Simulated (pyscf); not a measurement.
CH₄ (SMILES C) + SnH₃• (SMILES [SnH3]) → H₃C–SnH₃ (SMILES [CH3][SnH3]) + H• (SMILES [H]), a substitution at C (doublet surface; C–H broken, C–Sn formed). PySCF, gas phase, ωB97X-D3(BJ)/def2-SVP geometries. MP2 and CC: frozen core, UHF for open shells. ΔMP2 is the change of the MP2 total energy from the triple- to the quadruple-zeta basis. Energies in eV from the separated reactants.

Small-basis levels: PySCF, no dispersion term, spherical d functions. AM1 to PM7: differences of heats of formation from MOPAC. Open shells are spin-unrestricted. 

| level | barrier | reaction energy |
|---|---|---|
| MP2/6-31G*+LANL2DZ | 2.70 | +1.45 |
| SVWN5/6-31G*+LANL2DZ | 1.86 | +1.74 |
| BP86/6-31G*+LANL2DZ | 2.20 | +1.85 |
| PBE/6-31G*+LANL2DZ | 2.15 | +1.72 |
| PBE/def2-SVP | 2.10 | +1.73 |
| B3LYP/def2-SVP | 2.38 | +1.92 |
| AM1 | 1.76 | +1.68 |
| PM3 | 1.49 | +1.85 |
| PM6 | 2.01 | +1.54 |
| CCSD(T)/def2-TZVPP + ΔMP2(QZVPP) | 2.34 | +1.64 |

Against the last row the barrier runs from -0.85 (PM3) to +0.36 eV (MP2/6-31G*+LANL2DZ). At PM3 this geometry lies under one side, so the entry may be no barrier of that level: it is a single point on another level's saddle. CCSD(T)/def2-TZVPP + ΔMP2(QZVPP) has limits of its own. The same reactants have a lower exit, to SnH₄ + CH₃• (barrier +1.57 eV at ωB97M-D3(BJ), against +2.46 eV here). One saddle was located; it need not be the lowest between these sides. The angle at the attacked C is 180°. The CCSD(T) − MP2 part came from Ansatz, without density fitting, on the same reference. The frozen core leaves the outer d or s,p core shells of the metals and heavy elements correlated in the MP2 and CC values, and def2-TZVPP describes them poorly, which can shift differences by a few kcal/mol. Elements past Kr carry the def2 core potentials, without spin-orbit coupling.
